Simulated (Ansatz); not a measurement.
in.yaml

```yaml
crystal:
  periodic: [false, false, false]
  atoms:
    - {symbol: B, position_ang: [0.000000, -0.174763, 0.755556]}
    - {symbol: C, position_ang: [0.000000, -0.114505, -0.770094]}
    - {symbol: H, position_ang: [0.000000, 2.548186, 2.580613]}
    - {symbol: H, position_ang: [0.000000, 0.690745, -1.508088]}
basis:
  gaussian: {orbitals: cc-pVDZ}
magnetization: {spin_polarized: false, initial_magnetization: 3}
correlation: {method: fic_mrcisd_q_relaxed, electrons: outside_noble_gas, active_space: {window: {electrons: 9, orbitals: 10}, shells: [{species: B, l: s, shell: 2}, {species: B, l: p, shell: 2}, {species: C, l: s, shell: 2}, {species: C, l: p, shell: 2}, {species: H, l: s, shell: 1}]}}
```

```sh
$ ansatz run in.yaml --threads 1 --pin off --events-out ev --progress --plain --max-ram 2393MiB
```

Output:

```
675 factors; integrals over basis functions are off by at most 1.6e-7 eV
mean field evaluation 1: about -1724.6008 eV, gradient 1.3e1 eV
mean field evaluation 2: about -1724.6022 eV, gradient 1.3e1 eV
mean field evaluation 4: about -1725.7481 eV, gradient 3.3e0 eV
mean field evaluation 8: about -1725.8159 eV, gradient 1.6e-1 eV
mean field evaluation 16: about -1726.1896 eV, gradient 6.4e-3 eV
mean field evaluation 32: about -1722.4537 eV, gradient 2.4e1 eV
mean field evaluation 64: about -1725.7538 eV, gradient 1.4e0 eV
mean field evaluation 96: about -1725.8175 eV, gradient 1.1e-1 eV
mean field -1726.18953904 eV, -63.4362955064 hartree, gradient 2.1e-6 eV, S^2 3.750000; 9 other end points of the search recorded, 0 dependent functions left out
reference -1726.18953904 eV, -63.4362955064 hartree; 8, 5 occupied and 30, 33 virtual orbitals, 675 factors
state -1729.03263677 eV, -63.5407774209 hartree
contracted CI cycle   1: correlation 0.00000000 eV, 0.0000000000 hartree, residual 1.33e1 eV
contracted CI cycle   2: correlation -2.53282649 eV, -0.0930796566 hartree, residual 2.71e0 eV
contracted CI cycle   3: correlation -2.63611645 eV, -0.0968754927 hartree, residual 8.97e-1 eV
contracted CI cycle   4: correlation -2.64789689 eV, -0.0973084158 hartree, residual 3.87e-1 eV
contracted CI cycle   5: correlation -2.65093438 eV, -0.0974200415 hartree, residual 2.43e-1 eV
contracted CI cycle   6: correlation -2.65259448 eV, -0.0974810491 hartree, residual 1.92e-1 eV
contracted CI cycle   7: correlation -2.65333502 eV, -0.0975082636 hartree, residual 1.49e-1 eV
contracted CI cycle   8: correlation -2.65372773 eV, -0.0975226954 hartree, residual 8.33e-2 eV
contracted CI cycle   9: correlation -2.65385102 eV, -0.0975272261 hartree, residual 4.76e-2 eV
contracted CI cycle  10: correlation -2.65388833 eV, -0.0975285974 hartree, residual 2.46e-2 eV
contracted CI cycle  11: correlation -2.65389881 eV, -0.0975289823 hartree, residual 1.24e-2 eV
contracted CI cycle  12: correlation -2.65390129 eV, -0.0975290737 hartree, residual 6.27e-3 eV
contracted CI cycle  13: correlation -2.65390192 eV, -0.0975290967 hartree, residual 2.90e-3 eV
contracted CI cycle  14: correlation -2.65390206 eV, -0.0975291019 hartree, residual 1.40e-3 eV
state -1729.03263677 eV, -63.5407774209 hartree; corrected -1731.81106335 eV, -63.6428827146 hartree
Total energy: -1731.81106335 eV, -63.6428827146 hartree
Checks for a lower state left out: starts, orbital_swaps
```

For the same geometry and basis RCCSDT(Q) lies 2.1 meV higher.

Ran on 1 thread of Arm Neoverse V2, shared host: 9 s wall, 0.55 GiB peak host memory.
